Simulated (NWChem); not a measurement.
# triplet C3H6: levels of theory compared

We compute a comparison of 3 runs (UHF/cc-pVDZ, UMP2/cc-pVDZ, UCCSD/cc-pVDZ) of triplet C3H6. 

Program for the calculation: NWChem 7.3.0.

## 1. The structure to begin with

C3H6 has 9 atoms, charge 0, and is taken as a triplet. SMILES of the parent species: `C=CC`. Geometry: relaxed at PBE0-D4/def2-TZVP. That shape belongs to the parent species and isn't relaxed for this state.

Bond lengths: C1–C2 1.325 Å, C2–C3 1.490 Å, C1–H4 1.086 Å, C1–H5 1.084 Å, C2–H6 1.088 Å, C3–H7 1.095 Å, C3–H8 1.095 Å, C3–H9 1.092 Å. Some angles: C1–C2–C3 125.1°, C1–C2–H6 118.7°, C3–C2–H6 116.2°, C2–C1–H4 121.4°, C2–C1–H5 121.6°, C2–C3–H7 111.0°, C2–C3–H8 111.0°, C2–C3–H9 111.5°, H4–C1–H5 117.0°, H7–C3–H8 106.6°.

## 2. The energy at UHF/cc-pVDZ (run 1)

Contents of run.py:

```python
from ase import Atoms
from ase.calculators.nwchem import NWChem

molecule = Atoms(['C', 'C', 'C', 'H', 'H', 'H', 'H', 'H', 'H'], positions=[
    [-1.129400, 0.554100, -0.580200],
    [0.157600, 0.266300, -0.447400],
    [0.744900, -0.543600, 0.656400],
    [-1.864800, 0.202700, 0.137400],
    [-1.495500, 1.149800, -1.408200],
    [0.857000, 0.641500, -1.192300],
    [1.261600, -1.425300, 0.264300],
    [1.490400, 0.033400, 1.212800],
    [-0.021900, -0.879100, 1.357300],
])

calc = NWChem(
    label='calc',
    theory='scf',
    memory='2200 mb',
    basis='cc-pVDZ',
    basispar='spherical bse',
    scf={'nopen': '2', 'uhf': None, 'thresh': '1e-08', 'maxiter': '80'},
    task='energy',
)
molecule.calc = calc

print(f"energy = {molecule.get_potential_energy():.6f} eV")
```

The run is started by

```
$ export ASE_NWCHEM_COMMAND="nwchem PREFIX.nwi > PREFIX.nwo"
$ python run.py
```

The log of the run:

```text
energy = -3182.413078 eV
```

The calculator wrote calc.nwi:

```
title "calc"

permanent_dir calc

scratch_dir calc

start calc

geometry units angstrom nocenter noautosym noautoz
  C  -1.1294000000000000e+00 5.5410000000000004e-01 -5.8020000000000005e-01
  C  1.5759999999999999e-01 2.6629999999999998e-01 -4.4740000000000002e-01
  C  7.4490000000000001e-01 -5.4359999999999997e-01 6.5639999999999998e-01
  H  -1.8648000000000000e+00 2.0269999999999999e-01 1.3739999999999999e-01
  H  -1.4955000000000001e+00 1.1497999999999999e+00 -1.4081999999999999e+00
  H  8.5699999999999998e-01 6.4149999999999996e-01 -1.1922999999999999e+00
  H  1.2616000000000001e+00 -1.4253000000000000e+00 2.6429999999999998e-01
  H  1.4903999999999999e+00 3.3399999999999999e-02 1.2128000000000001e+00
  H  -2.1899999999999999e-02 -8.7909999999999999e-01 1.3573000000000000e+00
end

memory 2200 mb

basis spherical bse noprint
   * library cc-pVDZ
end

scf
  nopen 2
  uhf
  thresh 1e-08
  maxiter 80
end

task scf energy
```

calc.nwo:

```text
Northwest Computational Chemistry Package (NWChem) 7.3.0
             --------------------------------------------------------

           Job information
           ---------------

    nwchem branch   = 7.3.0
    use scalapack   = T
    input           = calc.nwi
    prefix          = calc.
    data base       = calc/calc.db
    status          = startup
    nproc           =        1

           Memory information
           ------------------

[... 5 lines left out ...]
    hardfail = no
[... 123 lines left out ...]
 1-e energy   =    -294.008535
[... 9 lines left out ...]
 Convergence threshold     :          1.000E-08
[... 16 lines left out ...]
      One electron energy =   -296.840848673066
[... 9 lines left out ...]
          Final alpha eigenvalues
[... 233 lines left out ...]
                     UHF Final Beta Molecular Orbital Analysis
[... 221 lines left out ...]
       Multipole analysis of the density wrt the origin
       ------------------------------------------------

     L   x y z        total         alpha         beta         nuclear
     -   - - -        -----         -----         ----         -------
     0   0 0 0      0.000000    -13.000000    -11.000000     24.000000

     1   1 0 0      0.057353      1.966294      0.235143     -2.144083
[... 8 lines of this table left out ...]
     2   0 0 2    -14.937927    -32.018331    -27.959450     45.039854

 Task  times  cpu:       20.2s     wall:       20.2s
 Total times  cpu:       20.3s     wall:       20.3s
```

Wall time 22 s (1 thread of Intel Xeon Platinum 8259CL at 2.50GHz (Skylake/Cascade Lake), shared host); peak memory 0.099 GiB.

## 3. A single-point energy at UMP2/cc-pVDZ (run 2)

Contents of run.py:

```python
from ase import Atoms
from ase.calculators.nwchem import NWChem

atoms = Atoms(['C', 'C', 'C', 'H', 'H', 'H', 'H', 'H', 'H'], positions=[
    [-1.129400, 0.554100, -0.580200],
    [0.157600, 0.266300, -0.447400],
    [0.744900, -0.543600, 0.656400],
    [-1.864800, 0.202700, 0.137400],
    [-1.495500, 1.149800, -1.408200],
    [0.857000, 0.641500, -1.192300],
    [1.261600, -1.425300, 0.264300],
    [1.490400, 0.033400, 1.212800],
    [-0.021900, -0.879100, 1.357300],
])

calc = NWChem(
    label='mol',
    theory='mp2',
    memory='2200 mb',
    basis='cc-pVDZ',
    basispar='spherical bse',
    scf={'nopen': '2', 'uhf': None, 'thresh': '1e-08', 'maxiter': '80'},
    mp2={'freeze': 'core 3', 'tight': None},
    task='energy',
)
atoms.calc = calc

print("Total energy (eV):", round(atoms.get_potential_energy(), 6))
```

The run is started by

```
$ export ASE_NWCHEM_COMMAND="nwchem PREFIX.nwi > PREFIX.nwo"
$ python run.py
```

The log of the run:

```text
Total energy (eV): -3192.538842
```

The calculator wrote mol.nwi:

```
title "mol"

permanent_dir mol

scratch_dir mol

start mol

geometry units angstrom nocenter noautosym noautoz
  C  -1.1294000000000000e+00 5.5410000000000004e-01 -5.8020000000000005e-01
  C  1.5759999999999999e-01 2.6629999999999998e-01 -4.4740000000000002e-01
  C  7.4490000000000001e-01 -5.4359999999999997e-01 6.5639999999999998e-01
  H  -1.8648000000000000e+00 2.0269999999999999e-01 1.3739999999999999e-01
  H  -1.4955000000000001e+00 1.1497999999999999e+00 -1.4081999999999999e+00
  H  8.5699999999999998e-01 6.4149999999999996e-01 -1.1922999999999999e+00
  H  1.2616000000000001e+00 -1.4253000000000000e+00 2.6429999999999998e-01
  H  1.4903999999999999e+00 3.3399999999999999e-02 1.2128000000000001e+00
  H  -2.1899999999999999e-02 -8.7909999999999999e-01 1.3573000000000000e+00
end

memory 2200 mb

basis spherical bse noprint
   * library cc-pVDZ
end

scf
  nopen 2
  uhf
  thresh 1e-08
  maxiter 80
end
mp2
  freeze core 3
  tight
end

task mp2 energy
```

mol.nwo:

```text
Northwest Computational Chemistry Package (NWChem) 7.3.0
             --------------------------------------------------------

           Job information
           ---------------

    nwchem branch   = 7.3.0
    use scalapack   = T
    input           = mol.nwi
    prefix          = mol.
    data base       = mol/mol.db
    status          = startup
    nproc           =        1

           Memory information
           ------------------

[... 5 lines left out ...]
    hardfail = no
[... 123 lines left out ...]
 1-e energy   =    -294.008535
[... 9 lines left out ...]
 Convergence threshold     :          1.000E-08
[... 16 lines left out ...]
      One electron energy =   -296.840848673066
[... 9 lines left out ...]
          Final alpha eigenvalues
[... 233 lines left out ...]
                     UHF Final Beta Molecular Orbital Analysis
[... 286 lines left out ...]
          ---------------------------------------------------
                    Spin Component Scaled (SCS) MP2
          Same spin pairs                     -0.084270616596
          Same spin scaling factor             0.333333333333
          Opposite spin pairs                 -0.287844352925
          Opposite spin scaling fact.          1.200000000000
          SCS-MP2 correlation energy          -0.373503429042
          Total SCS-MP2 energy              -117.325027884093
          ---------------------------------------------------

 -----------------------
 Task  times  cpu:       26.2s     wall:       26.2s
 Total times  cpu:       26.2s     wall:       26.2s
```

Wall time 28 s (1 thread of Intel Xeon Platinum 8259CL at 2.50GHz (Skylake/Cascade Lake), shared host); peak memory 0.15 GiB.

## 4. The energy at UCCSD/cc-pVDZ (run 3)

Contents of sp.nw:

```
start sp
title "C3H6"
memory stack 880 mb heap 220 mb global 1100 mb

geometry units angstroms noautosym nocenter noautoz
  C     -1.129400     0.554100    -0.580200
  C      0.157600     0.266300    -0.447400
  C      0.744900    -0.543600     0.656400
  H     -1.864800     0.202700     0.137400
  H     -1.495500     1.149800    -1.408200
  H      0.857000     0.641500    -1.192300
  H      1.261600    -1.425300     0.264300
  H      1.490400     0.033400     1.212800
  H     -0.021900    -0.879100     1.357300
end

basis spherical bse
  * library cc-pVDZ
end

scf
  triplet
  uhf
  thresh 1e-08
  maxiter 80
  print medium
end

tce
  scf
  ccsd
  freeze core 3
  maxiter 60
end

task tce energy
```

The run is started by

```
$ nwchem sp.nw > sp.out
```

The log of the run:

```text
[...]
  functions       =    72
[...]
  wavefunction    = UHF
[...]
         Total SCF energy =   -116.951524455074
      One electron energy =   -296.840848673085
      Two electron energy =    108.891198214053
 Nuclear repulsion energy =     70.998126003957
                       Sz =      1.0000
                 Sz(Sz+1) =      2.0000
                      S^2 =      2.0207
[...]
         Wavefunction type : Unrestricted Hartree-Fock
          No. of electrons :    24
[...]
         Spin multiplicity : triplet
[...]
 CCSD total energy / hartree       =      -117.373358278124073
[...]
```

Wall time 56 s (1 thread of Intel Xeon Platinum 8259CL at 2.50GHz (Skylake/Cascade Lake), shared host); peak memory 0.9 GiB.

## 5. All runs side by side

```
run          level  module  frozen core orbitals  energy (Eh)  HOMO energy (eV)  LUMO energy (eV)   ⟨S²⟩  wall time
  1    UHF/cc-pVDZ     scf                     –  -116.951524             -6.08              1.61  2.021       22 s
  2   UMP2/cc-pVDZ     mp2                     3  -117.323639             -6.08              1.61  2.021       28 s
  3  UCCSD/cc-pVDZ     tce                     3  -117.373358             -6.08              1.61  2.021       56 s
```

## 6. What came out

| quantity | value |
| --- | --- |
| run 3: total energy | -117.37336 Eh |
| run 3: HOMO energy (Hartree–Fock orbitals) (highest over α and β) | -6.08 eV |
| run 3: LUMO energy (Hartree–Fock orbitals) (lowest over α and β) | 1.61 eV |
| run 3: correlation energy (3 core orbitals frozen) | -421.8 mEh |
| run 3: ⟨S²⟩ of the reference determinant | 2.021 |

What this shows: Below the UHF energy at the same shape and in the same basis (cc-pVDZ): UMP2 -372.1 mEh; UCCSD -421.8 mEh. All runs together took 1.8 min, the longest 56 s.
